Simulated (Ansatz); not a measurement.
**How far each method lies from UCCSDT(Q) for GeH₂Br⁺ (H-bridged), quintet**

Geometry: that of the GeH2Br (H-bridged), quartet, kept fixed. The triplet lies 2.7 eV lower here.

```xyz
4

Ge    0.0000    0.4611    0.6275
Br    0.0000    0.4176   -2.1626
H     0.0000   -0.1726    2.0682
H     0.0000   -0.7061   -0.5332
```

Basis cc-pVDZ; Ansatz 0.2.0. Only valence electrons are correlated (noble-gas cores and the filled d shells of p-block atoms frozen), which leaves 12 electrons in 36 orbitals. Prefix R: restricted or restricted open-shell reference; prefix U: unrestricted. Active spaces: valence = (12e, 10o) chosen from the atoms' valence shells. No spin–orbit coupling is included, and no scalar relativity.

Full CI isn't at hand for all of this; UCCSDT(Q) serves as the reference, and is uncertain by about the last step of the cluster series. The frozen core follows each run's orbitals, which can shift R against U totals by a few meV for light atoms and by up to 0.1 eV past Ca.

* UHF ⟨S²⟩: 6.025
* T1 diagnostic (RCCSD): 0.0230
* largest doubles amplitude (RCCSD): 0.049
* T1 diagnostic (UCCSD): 0.0164

Task: From what is known of these methods and the diagnostics, rank them by the size of their error in total energy against UCCSDT(Q) in cc-pVDZ, smallest first (an estimate: the text doesn't fix the numbers).
A. UCCSD
B. UHF
C. UMP2
D. UCCSDT
E. UCCSD(T)

Result: D (0.8 kJ/mol), E (3.4 kJ/mol), A (14.6 kJ/mol), C (102.4 kJ/mol), B (514.7 kJ/mol).

All errors are against UCCSDT(Q) in cc-pVDZ. Within each family the higher level lies nearer, as is usual though not guaranteed.

Natural occupations of CASSCF (valence space) about the gap: 1.981 1.967 1.006 1.001 1.000 1.000 0.032 0.019; effectively unpaired electrons, Σ n²(2−n)², 4.01.
